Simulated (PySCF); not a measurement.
Ionisation energies (eV) were calculated with PySCF 2.14 by PBE, MP2 (valence), UHF, in another order, as differences of total energies without spin-orbit coupling. The measured values are between term centres (NIST).

```
                                                                              species  measured       A       B       C
      He (x2c-TZVPPall with one added diffuse shell each of s, p type, spin-free X2C)    24.587  24.358  23.450  24.468
   B⁺ (x2c-TZVPPall with one added diffuse shell each of s, p, d type, spin-free X2C)    25.155  24.415  23.447  24.607
   Ne (x2c-TZVPPall with one added diffuse shell each of s, p, d type, spin-free X2C)    21.597  21.571  19.654  21.643
 V (x2c-TZVPPall with one added diffuse shell each of s, p, d, f type, spin-free X2C)     6.732   6.557   6.168   6.398
Cu (x2c-TZVPPall with one added diffuse shell each of s, p, d, f type, spin-free X2C)     7.726   7.649   6.598   8.398
Te (x2c-TZVPPall with one added diffuse shell each of s, p, d, f type, spin-free X2C)     8.749   8.367   7.761   8.756
Os (x2c-TZVPPall with one added diffuse shell each of s, p, d, f type, spin-free X2C)     8.473   8.043   6.549   8.440
Au (x2c-TZVPPall with one added diffuse shell each of s, p, d, f type, spin-free X2C)     9.226   9.154   7.710   9.581
```

Question: Which column is which method?

Answer: A is MP2 (valence) (mean error -0.27 eV); B is UHF (mean error -1.36 eV); C is PBE (mean error 0.01 eV). Valence MP2 in a finite basis recovers only part of the missing correlation, so it stays below experiment on average. Hartree-Fock lacks the correlation of the electron removed and comes out lowest. PBE, with gradient corrections, lies close to experiment on average, with errors of both signs.
